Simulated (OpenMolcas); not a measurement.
## Potential curves of CF: spin-free states

Calculated with OpenMolcas 26.06: state-averaged CASSCF(9,7) over F 2p, C 2s 2p, XMS-CASPT2 (IPEA 0.25, imaginary shift 0.2 hartree), scalar X2C, ANO-RCC-VTZP, then RASSI spin–orbit state interaction with atomic mean-field integrals. C2 symmetry about the axis (a holds Σ, Δ, Γ; b holds Π, Φ, H; Σ⁺ and Σ⁻ are not told apart); roots by multiplicity and irrep: 2b 4, 4a 1, 2a 5, 4b 2.

XMS-CASPT2 energies in eV from the lowest point. Curves are followed by energy order within each symmetry, so they are adiabatic and may change character at avoided crossings; Σ⁺ and Σ⁻ are counted together.

```
R (Å)  (1)2Π  (1)4Σ   (2)2Σ   (1)4Π   (2)2Π
1.103  1.134  5.336  10.269  13.750  14.404
1.167  0.392  4.294   9.107  11.761  12.446
1.283  0.000  3.530   7.930   9.485  10.132
1.347  0.078  3.482   7.648   8.660   9.258
1.411  0.268  3.590   7.458   8.029   8.579
1.501  0.662  3.895   7.249   7.382   7.846
```

Left out for impure symmetry, kinks or missing points, though low: (1)2Δ, (1)2Σ, (3)2Σ. Only roots inside an energy window near the equilibrium distance were included, so the list of states is not complete; labels number the states computed. Each spin and symmetry block has orbitals of its own, averaged over its own roots, so gaps between blocks are less sure than gaps within one and near the minimum can be off by tenths of an eV, in bad cases by more. No Rydberg orbitals are active, so Rydberg states, and σ→σ* states whose orbital the CASSCF left unused, can be missing between those listed. CASPT2 splits the two components of degenerate states numerically, here by up to 103 cm⁻¹. The CASPT2 reference weights are uneven, so some states carry less reliable energies. Points that failed a check (symmetry, reference weights, a jump) are left out.
